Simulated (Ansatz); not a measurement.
**Beryllium, hcp under BLYP: from relaxation to bulk modulus**

The plan for beryllium in the hcp structure: relax it, solve it on a dense k-mesh, switch on spin-orbit coupling, then scale the cell to 7 volumes from 88 to 112 % of the relaxed one and try a fit of the equation of state. The k-meshes are 16×16×9 for the relaxation; 26×26×15 for the dense run; 16×16×9 for spin-orbit coupling; 26×26×15 for the volumes. The starting cell is the deposited one, from the Crystallography Open Database.

Computed with Ansatz 0.2.0 (DFT BLYP, plane waves (420 eV) with PAW, scalar-relativistic; the PAW data stem from PBE, with regenerated cores, unless a step says otherwise).

### Step 1. The system as given

It takes space group P6_3/mmc (No. 194, hexagonal). The conventional cell has a = 2.287 Å, b = 2.287 Å, c = 3.583 Å, α = 90.00°, β = 90.00°, γ = 120.00°. Be (site symmetry -6m2) has 12 Be at 2.23 to 2.29 Å as nearest neighbours.

As a file:

```
Be
1.0
     2.28660    0.00000    0.00000
    -1.14330    1.98025    0.00000
     0.00000    0.00000    3.58330
Be
2
Direct
  0.33333 0.66667 0.25000
  0.66667 0.33333 0.75000
```

### Step 2. Geometry optimisation

The input, input.yaml:

```yaml
crystal:
  lattice:
    - [2.2865984029, 0.0, 0.0]
    - [-1.1432992015, 1.9802523052, 0.0]
    - [0.0, 0.0, 3.5833]
  atoms:
    - { symbol: Be, position: [0.3333333333, 0.6666666667, 0.25] }
    - { symbol: Be, position: [0.6666666667, 0.3333333333, 0.75] }
hamiltonian:
  xc: blyp
  pseudopotentials:
    kind: paw
    azcp:
      Be: "pseudopotentials/Be.paw.azcp"
basis:
  ecutwfc: 420
  fft_grid_basis: typed
kpoints:
  mp_grid: { grid: [16, 16, 9], shift: [0, 0, 0] }
magnetization:
  spin_polarized: false
scf:
  occupations: { method: fermi_dirac, width: 0.1 }
relax:
  max_steps: 60
  f_tol: 0.01
  cell: {}
```

Further steps of the session: Single point on a dense mesh; A two-component run at the same geometry; Volume × 0.88; Volume × 0.92; Volume × 0.96; Volume × 1.0; Volume × 1.04; Volume × 1.08; Volume × 1.12.

Before running it: what results should come out? Wanted: space group; conventional cell; volume; shortest distance; gap on the mesh; V₀, B₀, B₀′.

The runs gave:

| quantity | value |
| --- | --- |
| space group (spins left aside) | P6_3/mmc (No. 194) |
| conventional cell | a = 2.272 Å, c = 3.548 Å (c/a = 1.561) |
| volume | 7.930 Å³/atom |
| shortest distance | 2.206 Å |
| against the deposited volume | -2.2 % (8.113 Å³/atom) |
| gap on the mesh | none (levels filled in part) |
| V₀, B₀, B₀′ | 7.928 Å³/atom, 121 GPa, 3.4 |

The volume comes out 2.2 % smaller than measured. The deposited cell holds zero-point motion and, unless taken cold, thermal expansion, which account for some of this. No gap shows: it is a metal or semimetal at this level. The total energy of the spin-orbit run (on a coarser mesh) lies -2 meV/atom from the scalar one; mesh and treatment of the core enter this figure, so it is no spin-orbit energy. The fitted modulus is 121 GPa; letting shape and positions relax at each volume could only lower it.
